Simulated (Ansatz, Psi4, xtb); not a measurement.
# Si2H6 (disilane): methods side by side

The species is Si2H6 (8 atoms), meant as a singlet with charge 0. SMILES: `[SiH3][SiH3]`. The coordinates come from a PBE0-D4/def2-TZVP relaxation. The run starts from this shape.

Each level gives the adiabatic ionisation energy (to the doublet cation, no zero-point term) (eV). The values are calculated.

```tsv
level	kind	program	value (eV)
GFN1-xTB	semi-empirical	xtb	13.97
HF/STO-3G	Hartree–Fock	Ansatz	7.41
HF/3-21G	Hartree–Fock	Ansatz	8.75
HF/6-31G* (Cartesian functions)	Hartree–Fock	Ansatz	8.75
PBE/def2-SVP	GGA	Ansatz	9.57
B3LYP/6-31G* (Cartesian functions)	global hybrid	Ansatz	9.62
PBE0/def2-SVPD (density fitting)	global hybrid	Psi4	9.58
MP2/6-31G* (Cartesian functions)	perturbation theory	Ansatz	9.29
```

The values span 7.41 to 13.97 eV. The xTB values lack the empirical shift that such differences need. Without the sets that lack polarisation functions the rows with a basis span only 8.75 to 9.62 eV.
